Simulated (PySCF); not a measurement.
## Si: electron affinity

Si⁻ [Ne] 3s2 3p3 (4S) → Si [Ne] 3s2 3p2 (3P), as a difference of total energies. Computed with PySCF 2.14 in dyall-av2z (13s9p2d, 50 functions), with the non-relativistic Hamiltonian (point nucleus). Correlated levels: valence: [Ne] frozen; virtual orbitals above 40 to 60 times the deepest correlated orbital energy dropped. The calculations carry no spin-orbit coupling.

```tsv
method	electron affinity (eV)	plus first-order spin-orbit estimate	error of that sum (eV)
UHF	0.870	0.854	-0.536
MP2 (valence)	1.319	1.304	-0.086
SCS-MP2 (valence)	1.153	1.137	-0.253
CCSD (valence)	1.263	1.248	-0.142
CCSD(T) (valence)	1.295	1.279	-0.111
CCSDT (valence)	1.300	1.284	-0.106
```

Reference: 1.390 eV (measured; photodetachment measurements, as compiled on the Wikipedia data page of electron affinities).

A first-order spin-orbit estimate (lowest level to lowest level, LS coupling) adds -0.016 eV.

Errors of the correlated levels include the incompleteness of this basis and the frozen core.
